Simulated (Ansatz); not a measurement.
## Molecular dynamics of FH₇Si₂

The input (input.yaml):

```yaml
crystal:
  periodic: [false, false, false]
  atoms:
    - { symbol: Si, position_ang: [-0.277306, 0.036125, 0.035587] }
    - { symbol: Si, position_ang: [-0.061552, -0.012762, 2.591883] }
    - { symbol: H, position_ang: [-1.060047, -0.17519, 3.695933] }
    - { symbol: H, position_ang: [0.894585, -1.148525, 2.65915] }
    - { symbol: H, position_ang: [0.636692, 1.284322, 2.784457] }
    - { symbol: H, position_ang: [1.193684, 0.227404, 0.327856] }
    - { symbol: H, position_ang: [-0.572743, 1.232649, -0.78993] }
    - { symbol: H, position_ang: [-0.307229, -1.289021, -0.626824] }
    - { symbol: F, position_ang: [-2.169592, -0.077004, 0.483575] }
    - { symbol: H, position_ang: [-1.452091, -0.077998, 1.426711] }
basis:
  gaussian: { orbitals: "6-31G*" }
hamiltonian:
  xc: r2scan
md:
  timestep: 0.5
  n_steps: 200
  ensemble: nve
  temperature: 300.0
  initial_velocities: maxwell_boltzmann
  seed: 4312
```

Launched with:

```bash
$ ansatz run input.yaml --threads 1 --pin off --max-ram 2048MiB --backend cpu --events-out ev --progress --plain --runs-dir out
```

It starts at the highest image of a converged band. Of that band: Neighbouring images differ by up to 2.3 eV, so the band resolves the path poorly. A vibrational analysis at the climbing image gives one clearly imaginary mode, 1022i cm⁻¹: a first-order saddle point.

Output, in part (one step line in 3, the closing report, with atoms numbered from 0):

```
md step     0: t =     0.00 fs  T =   300.0 K  F+E_penalty+E_count = -18580.07226383 eV  E_kin = 0.310224 eV  conserved = -18579.76203983 eV  (24 SCF iters)
md step     3: t =     1.50 fs  T =   270.3 K  F+E_penalty+E_count = -18580.04130023 eV  E_kin = 0.279557 eV  conserved = -18579.76174283 eV  (28 SCF iters)
md step     6: t =     3.00 fs  T =   214.1 K  F+E_penalty+E_count = -18579.98269212 eV  E_kin = 0.221421 eV  conserved = -18579.76127068 eV  (28 SCF iters)
md step     9: t =     4.50 fs  T =   187.9 K  F+E_penalty+E_count = -18579.95557270 eV  E_kin = 0.194287 eV  conserved = -18579.76128584 eV  (28 SCF iters)
md step    12: t =     6.00 fs  T =   191.9 K  F+E_penalty+E_count = -18579.96010766 eV  E_kin = 0.198467 eV  conserved = -18579.76164060 eV  (28 SCF iters)
md step    15: t =     7.50 fs  T =   184.8 K  F+E_penalty+E_count = -18579.95281323 eV  E_kin = 0.191065 eV  conserved = -18579.76174828 eV  (28 SCF iters)
md step    18: t =     9.00 fs  T =   153.1 K  F+E_penalty+E_count = -18579.91981260 eV  E_kin = 0.158360 eV  conserved = -18579.76145237 eV  (28 SCF iters)
md step    21: t =    10.50 fs  T =   134.3 K  F+E_penalty+E_count = -18579.89998169 eV  E_kin = 0.138883 eV  conserved = -18579.76109910 eV  (28 SCF iters)
md step    24: t =    12.00 fs  T =   172.0 K  F+E_penalty+E_count = -18579.93898420 eV  E_kin = 0.177810 eV  conserved = -18579.76117376 eV  (28 SCF iters)
md step    27: t =    13.50 fs  T =   258.1 K  F+E_penalty+E_count = -18580.02848217 eV  E_kin = 0.266887 eV  conserved = -18579.76159556 eV  (28 SCF iters)
md step    30: t =    15.00 fs  T =   343.0 K  F+E_penalty+E_count = -18580.11645995 eV  E_kin = 0.354666 eV  conserved = -18579.76179345 eV  (27 SCF iters)
md step    33: t =    16.50 fs  T =   402.5 K  F+E_penalty+E_count = -18580.17776571 eV  E_kin = 0.416214 eV  conserved = -18579.76155185 eV  (28 SCF iters)
md step    36: t =    18.00 fs  T =   465.5 K  F+E_penalty+E_count = -18580.24265162 eV  E_kin = 0.481403 eV  conserved = -18579.76124881 eV  (27 SCF iters)
md step    39: t =    19.50 fs  T =   568.2 K  F+E_penalty+E_count = -18580.34894222 eV  E_kin = 0.587573 eV  conserved = -18579.76136955 eV  (27 SCF iters)
md step    42: t =    21.00 fs  T =   696.5 K  F+E_penalty+E_count = -18580.48205287 eV  E_kin = 0.720249 eV  conserved = -18579.76180374 eV  (27 SCF iters)
md step    45: t =    22.50 fs  T =   799.1 K  F+E_penalty+E_count = -18580.58832323 eV  E_kin = 0.826346 eV  conserved = -18579.76197762 eV  (28 SCF iters)
md step    48: t =    24.00 fs  T =   856.2 K  F+E_penalty+E_count = -18580.64694888 eV  E_kin = 0.885328 eV  conserved = -18579.76162059 eV  (26 SCF iters)
md step    51: t =    25.50 fs  T =   908.0 K  F+E_penalty+E_count = -18580.70033322 eV  E_kin = 0.938986 eV  conserved = -18579.76134754 eV  (27 SCF iters)
md step    54: t =    27.00 fs  T =   989.9 K  F+E_penalty+E_count = -18580.78515029 eV  E_kin = 1.023650 eV  conserved = -18579.76149983 eV  (24 SCF iters)
md step    57: t =    28.50 fs  T =  1090.0 K  F+E_penalty+E_count = -18580.88888975 eV  E_kin = 1.127143 eV  conserved = -18579.76174687 eV  (26 SCF iters)
md step    60: t =    30.00 fs  T =  1178.4 K  F+E_penalty+E_count = -18580.98045662 eV  E_kin = 1.218531 eV  conserved = -18579.76192609 eV  (26 SCF iters)
md step    63: t =    31.50 fs  T =  1231.2 K  F+E_penalty+E_count = -18581.03492587 eV  E_kin = 1.273162 eV  conserved = -18579.76176344 eV  (26 SCF iters)
md step    66: t =    33.00 fs  T =  1264.1 K  F+E_penalty+E_count = -18581.06847121 eV  E_kin = 1.307152 eV  conserved = -18579.76131962 eV  (26 SCF iters)
md step    69: t =    34.50 fs  T =  1319.4 K  F+E_penalty+E_count = -18581.12586156 eV  E_kin = 1.364382 eV  conserved = -18579.76147965 eV  (25 SCF iters)
md step    72: t =    36.00 fs  T =  1381.3 K  F+E_penalty+E_count = -18581.19026236 eV  E_kin = 1.428354 eV  conserved = -18579.76190825 eV  (25 SCF iters)
md step    75: t =    37.50 fs  T =  1405.9 K  F+E_penalty+E_count = -18581.21576091 eV  E_kin = 1.453854 eV  conserved = -18579.76190688 eV  (26 SCF iters)
md step    78: t =    39.00 fs  T =  1394.4 K  F+E_penalty+E_count = -18581.20358695 eV  E_kin = 1.441913 eV  conserved = -18579.76167427 eV  (25 SCF iters)
md step    81: t =    40.50 fs  T =  1375.8 K  F+E_penalty+E_count = -18581.18410249 eV  E_kin = 1.422734 eV  conserved = -18579.76136888 eV  (26 SCF iters)
md step    84: t =    42.00 fs  T =  1383.5 K  F+E_penalty+E_count = -18581.19195808 eV  E_kin = 1.430618 eV  conserved = -18579.76133988 eV  (25 SCF iters)
md step    87: t =    43.50 fs  T =  1413.6 K  F+E_penalty+E_count = -18581.22356070 eV  E_kin = 1.461741 eV  conserved = -18579.76181959 eV  (25 SCF iters)
md step    90: t =    45.00 fs  T =  1415.1 K  F+E_penalty+E_count = -18581.22518942 eV  E_kin = 1.463309 eV  conserved = -18579.76188045 eV  (25 SCF iters)
md step    93: t =    46.50 fs  T =  1383.3 K  F+E_penalty+E_count = -18581.19191983 eV  E_kin = 1.430425 eV  conserved = -18579.76149483 eV  (24 SCF iters)
md step    96: t =    48.00 fs  T =  1365.0 K  F+E_penalty+E_count = -18581.17276295 eV  E_kin = 1.411497 eV  conserved = -18579.76126613 eV  (25 SCF iters)
md step    99: t =    49.50 fs  T =  1387.4 K  F+E_penalty+E_count = -18581.19600575 eV  E_kin = 1.434666 eV  conserved = -18579.76133969 eV  (26 SCF iters)
md step   102: t =    51.00 fs  T =  1434.8 K  F+E_penalty+E_count = -18581.24540455 eV  E_kin = 1.483650 eV  conserved = -18579.76175409 eV  (26 SCF iters)
md step   105: t =    52.50 fs  T =  1456.0 K  F+E_penalty+E_count = -18581.26757129 eV  E_kin = 1.505626 eV  conserved = -18579.76194526 eV  (26 SCF iters)
md step   108: t =    54.00 fs  T =  1435.0 K  F+E_penalty+E_count = -18581.24541303 eV  E_kin = 1.483946 eV  conserved = -18579.76146751 eV  (26 SCF iters)
md step   111: t =    55.50 fs  T =  1428.9 K  F+E_penalty+E_count = -18581.23880213 eV  E_kin = 1.477572 eV  conserved = -18579.76122984 eV  (25 SCF iters)
md step   114: t =    57.00 fs  T =  1466.4 K  F+E_penalty+E_count = -18581.27784967 eV  E_kin = 1.516333 eV  conserved = -18579.76151708 eV  (26 SCF iters)
md step   117: t =    58.50 fs  T =  1511.4 K  F+E_penalty+E_count = -18581.32471075 eV  E_kin = 1.562951 eV  conserved = -18579.76175988 eV  (25 SCF iters)
md step   120: t =    60.00 fs  T =  1525.4 K  F+E_penalty+E_count = -18581.33931940 eV  E_kin = 1.577408 eV  conserved = -18579.76191132 eV  (25 SCF iters)
md step   123: t =    61.50 fs  T =  1495.4 K  F+E_penalty+E_count = -18581.30790845 eV  E_kin = 1.546329 eV  conserved = -18579.76157952 eV  (25 SCF iters)
md step   126: t =    63.00 fs  T =  1467.7 K  F+E_penalty+E_count = -18581.27890261 eV  E_kin = 1.517742 eV  conserved = -18579.76116032 eV  (25 SCF iters)
md step   129: t =    64.50 fs  T =  1492.1 K  F+E_penalty+E_count = -18581.30445975 eV  E_kin = 1.542989 eV  conserved = -18579.76147027 eV  (25 SCF iters)
md step   132: t =    66.00 fs  T =  1532.4 K  F+E_penalty+E_count = -18581.34651601 eV  E_kin = 1.584651 eV  conserved = -18579.76186499 eV  (25 SCF iters)
md step   135: t =    67.50 fs  T =  1535.8 K  F+E_penalty+E_count = -18581.34989676 eV  E_kin = 1.588115 eV  conserved = -18579.76178183 eV  (25 SCF iters)
md step   138: t =    69.00 fs  T =  1505.5 K  F+E_penalty+E_count = -18581.31837517 eV  E_kin = 1.556820 eV  conserved = -18579.76155567 eV  (25 SCF iters)
md step   141: t =    70.50 fs  T =  1477.8 K  F+E_penalty+E_count = -18581.28941182 eV  E_kin = 1.528160 eV  conserved = -18579.76125179 eV  (25 SCF iters)
md step   144: t =    72.00 fs  T =  1491.9 K  F+E_penalty+E_count = -18581.30415481 eV  E_kin = 1.542716 eV  conserved = -18579.76143880 eV  (25 SCF iters)
md step   147: t =    73.50 fs  T =  1524.9 K  F+E_penalty+E_count = -18581.33877215 eV  E_kin = 1.576846 eV  conserved = -18579.76192618 eV  (25 SCF iters)
md step   150: t =    75.00 fs  T =  1516.7 K  F+E_penalty+E_count = -18581.33028478 eV  E_kin = 1.568433 eV  conserved = -18579.76185151 eV  (24 SCF iters)
md step   153: t =    76.50 fs  T =  1468.2 K  F+E_penalty+E_count = -18581.27973836 eV  E_kin = 1.518242 eV  conserved = -18579.76149657 eV  (25 SCF iters)
md step   156: t =    78.00 fs  T =  1423.7 K  F+E_penalty+E_count = -18581.23351555 eV  E_kin = 1.472214 eV  conserved = -18579.76130181 eV  (25 SCF iters)
md step   159: t =    79.50 fs  T =  1414.1 K  F+E_penalty+E_count = -18581.22369729 eV  E_kin = 1.462284 eV  conserved = -18579.76141358 eV  (25 SCF iters)
md step   162: t =    81.00 fs  T =  1426.9 K  F+E_penalty+E_count = -18581.23740746 eV  E_kin = 1.475570 eV  conserved = -18579.76183699 eV  (25 SCF iters)
md step   165: t =    82.50 fs  T =  1411.6 K  F+E_penalty+E_count = -18581.22158029 eV  E_kin = 1.459740 eV  conserved = -18579.76183990 eV  (25 SCF iters)
md step   168: t =    84.00 fs  T =  1364.1 K  F+E_penalty+E_count = -18581.17193658 eV  E_kin = 1.410615 eV  conserved = -18579.76132205 eV  (25 SCF iters)
md step   171: t =    85.50 fs  T =  1338.7 K  F+E_penalty+E_count = -18581.14554738 eV  E_kin = 1.384298 eV  conserved = -18579.76124924 eV  (25 SCF iters)
md step   174: t =    87.00 fs  T =  1350.9 K  F+E_penalty+E_count = -18581.15849304 eV  E_kin = 1.396984 eV  conserved = -18579.76150878 eV  (25 SCF iters)
md step   177: t =    88.50 fs  T =  1373.6 K  F+E_penalty+E_count = -18581.18223034 eV  E_kin = 1.420431 eV  conserved = -18579.76179916 eV  (26 SCF iters)
md step   180: t =    90.00 fs  T =  1370.9 K  F+E_penalty+E_count = -18581.17951797 eV  E_kin = 1.417619 eV  conserved = -18579.76189872 eV  (26 SCF iters)
md step   183: t =    91.50 fs  T =  1332.0 K  F+E_penalty+E_count = -18581.13882832 eV  E_kin = 1.377381 eV  conserved = -18579.76144767 eV  (26 SCF iters)
md step   186: t =    93.00 fs  T =  1305.2 K  F+E_penalty+E_count = -18581.11083218 eV  E_kin = 1.349645 eV  conserved = -18579.76118691 eV  (25 SCF iters)
md step   189: t =    94.50 fs  T =  1318.3 K  F+E_penalty+E_count = -18581.12487858 eV  E_kin = 1.363272 eV  conserved = -18579.76160705 eV  (24 SCF iters)
md step   192: t =    96.00 fs  T =  1330.2 K  F+E_penalty+E_count = -18581.13736972 eV  E_kin = 1.375557 eV  conserved = -18579.76181315 eV  (25 SCF iters)
md step   195: t =    97.50 fs  T =  1315.6 K  F+E_penalty+E_count = -18581.12210625 eV  E_kin = 1.360395 eV  conserved = -18579.76171117 eV  (26 SCF iters)
md step   198: t =    99.00 fs  T =  1285.8 K  F+E_penalty+E_count = -18581.09100896 eV  E_kin = 1.329578 eV  conserved = -18579.76143129 eV  (25 SCF iters)
md step   200: t =   100.00 fs  T =  1273.2 K  F+E_penalty+E_count = -18581.07780623 eV  E_kin = 1.316613 eV  conserved = -18579.76119359 eV  (24 SCF iters)
Total energy: -18581.07781713 eV, -682.8420150727 hartree
Atom 0 at     0.915789     0.157997     0.055651 Å, force    -0.283482    -1.646160     0.746581 eV/Å
Atom 1 at     0.094379     0.012187     2.361786 Å, force    -0.790043    -0.008824    -0.291816 eV/Å
Atom 2 at    -1.298579     0.551059     2.776103 Å, force     0.725359    -0.120917    -0.599643 eV/Å
Atom 3 at     0.004377    -1.423153     2.837193 Å, force     0.283066     0.328670    -0.293546 eV/Å
Atom 4 at     1.064220     0.755684     3.182661 Å, force     0.223755     0.083128     0.255852 eV/Å
Atom 5 at     2.409329     0.124009     0.158117 Å, force    -0.150913     0.039276     0.003435 eV/Å
Atom 6 at     0.513893     1.224984    -0.835421 Å, force    -0.284798     0.829803    -0.198793 eV/Å
Atom 7 at     0.462018    -1.114547    -0.667206 Å, force     0.255204     0.484729     0.356324 eV/Å
Atom 8 at    -4.192782    -0.283847     0.848391 Å, force    -0.126917    -0.008217    -0.029051 eV/Å
Atom 9 at    -3.276789    -0.256648     1.001950 Å, force     0.148770     0.018513     0.050658 eV/Å
Dipole moment:     0.467516     0.076913     0.023178 e Å
```

The run went to its last step. The conserved energy stayed within 0.098 meV per atom of its start (net change 0.085 meV per atom), so the integration is sound. The kinetic energy rose, since the run started high on the potential surface and went downhill. It ends in pieces (FH + H6Si2), so much of that is their flight and rotation, not heat. A run of 0.1 ps of so small a system gives no equilibrium averages. The orbitals stay closed-shell, which can raise the energy where a bond breaks towards radicals; this wasn't checked here.

Between its relaxed ends the band would form Si1–F9, Si2–H10 and break Si1–Si2, F9–H10. These pairs go: Si1–F9 1.95 → 5.19 Å, Si2–H10 1.82 → 3.65 Å, Si1–Si2 2.57 → 2.45 Å, F9–H10 1.19 → 0.93 Å. In the last frame they stand as before the step (other bonds may differ from the relaxed reactants and products). It ends as FH + H6Si2. Pairs count as bonded within 1.25 times the sum of covalent radii (0.12 Å more for H–H).

Last frame:

```xyz
10
Properties=species:S:1:pos:R:3
Si 0.916 0.158 0.056
Si 0.094 0.012 2.362
H -1.299 0.551 2.776
H 0.004 -1.423 2.837
H 1.064 0.756 3.183
H 2.409 0.124 0.158
H 0.514 1.225 -0.835
H 0.462 -1.115 -0.667
F -4.193 -0.284 0.848
H -3.277 -0.257 1.002
```

The run took 5.6 min on 1 thread of Intel(R) Xeon(R) 6975P-C (Granite Rapids) (shared host), peak memory 0.15 GiB.
